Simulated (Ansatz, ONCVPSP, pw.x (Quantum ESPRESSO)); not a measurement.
## From atom to crystal: ONCV potential for Cl

Cl (Z = 17), optimised norm-conserving Vanderbilt (ONCV), made with ONCVPSP 4.0.1.1 (patched build) (PBEsol, scalar-relativistic). Core [Ne], reference 3s1.75 3p5.25. Waves: 3s: rc 1.25 bohr, ncon 5, nbas 10, qcut 5.3 1/bohr, 1 projector; 3p: rc 1.45 bohr, ncon 3, nbas 6, qcut 6.7 1/bohr, 2 projectors, debl 2.3 Ha. Local part: polynomial inside 0.90 bohr (lpopt 3, dvloc0 3 Ha). Core correction: none.

Crystal test: bcc Cl in pw.x 7.5, no spin, 14³ k-points, Fermi–Dirac smearing 0.01 Ry, cutoffs 125/500 Ry. The reference is all-electron LAPW (Ansatz 0.2.0) with the same functional, mesh and smearing; V0 and B0 come from Birch–Murnaghan fits to the pressures at five volumes. Errors are pseudo minus all-electron; Δ is the rms difference of the E(V) curves that follow from these fits, minima aligned, over ±6 % about the mean V0. Mesh and smearing are coarse, so the numbers serve the comparison and aren't converged zero-temperature values; the lattice is a test structure that the element need not adopt.

All-electron: a0 = 3.390 Å (V0 = 19.47 Å³/atom), B0 = 42.6 GPa.

Task: How far does the potential miss the all-electron equation of state?

Result: mean pressure error (GPa): +0.65; a0 (Å): 3.407; a0 error (%): +0.50; B0 error (%): -1.2; Δ (meV/atom): 2.8. This is a poor potential for the solid.

```tsv
V (Å³/atom)	P all-electron (GPa)	P pseudo (GPa)
18.640	2.09	2.90
19.130	0.79	1.51
19.621	-0.32	0.32
20.112	-1.26	-0.69
20.602	-2.07	-1.56
```

Task: At the middle volume, how do free energy and pressure move when the wave cutoff is lowered (ecutrho kept at four times it)?

Result:

| cutoff (Ry) | shift of F (meV/atom) | shift of P (GPa) |
| --- | --- | --- |
| 56 | +17.4 | -0.37 |
| 75 | +7.9 | +0.02 |
| 100 | +4.0 | -0.12 |

The run at the middle volume (104 k-points, 6 iterations) took about 15 s on one core of a shared host (AMD EPYC 9R45 96-Core Processor, 96 threads, 376 GiB, load 52).
